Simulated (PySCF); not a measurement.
# Frontier levels across methods

Compound: C2H3F3.
Z-matrix (Å and degrees, PBE0-D3(BJ)/def2-SVP geometry), rows numbered from 1:
```
C 
C   1  1.4989
F   2  1.3380  1  111.59
F   2  1.3378  1  111.49  3  -120.02
F   2  1.3378  1  111.61  3   120.02
H   1  1.0972  2  109.55  3   -59.85
H   1  1.0973  2  109.45  3  -179.88
H   1  1.0973  2  109.45  3    60.21
```

Basis pcSseg-2 throughout (PySCF), one geometry. Isolated species at its PBE0-D3(BJ)/def2-SVP geometry, gas phase.

Question: How do the orbital energies, the gap and the dipole change with the method?

Answer: 
```tsv
method	kind	HOMO (eV)	LUMO (eV)	gap (eV)	μ (D)	SCF cycles
OPBE	GGA	-9.05	0.07	9.12	2.11	13
BLYP	GGA	-9.12	-0.03	9.08	2.20	13
PBE	GGA	-9.15	0.03	9.18	2.17	12
B97-D	GGA	-9.20	0.17	9.37	2.18	13
BP86	GGA	-9.26	0.22	9.48	2.18	12
KT2	GGA	-9.30	0.08	9.39	2.21	12
KT3	GGA	-9.33	-0.22	9.11	2.18	13
LDA	LDA	-9.36	-0.01	9.35	2.26	12
B3LYP	global hybrid	-10.72	0.37	11.09	2.31	12
PBE0	global hybrid	-10.94	0.71	11.66	2.29	12
mPW1PW91	global hybrid	-10.98	0.66	11.64	2.30	12
HF	Hartree–Fock	-15.38	2.68	18.07	2.52	10
```

The HOMO spans 6.33 eV, from OPBE down to HF, and the gap runs from 9.08 eV (BLYP) to 18.07 eV (HF). Over the methods OPBE (0 %), BLYP (0 %), PBE (0 %), B97-D (0 %), BP86 (0 %), KT2 (0 %), KT3 (0 %), LDA (0 %), B3LYP (20 %), PBE0 (25 %), mPW1PW91 (25 %), HF (100 %), a straight line through the gap against the share of exact exchange rises by 0.89 eV for each 10 % (correlation coefficient 0.999). The dipole ranges from 2.11 D (OPBE) to 2.52 D (HF). This basis has no diffuse functions.

Reference dipole: 2.32 D (measured, gas; NIST CCCBDB Release 22 (SRD 101), experimental dipoles); nearest here: B3LYP (2.31 D). 

The vertical ΔSCF ionisation energy at PBE0/def2-SVPD is 13.60 eV; −ε(HOMO) comes closest to it with HF (15.38 eV).
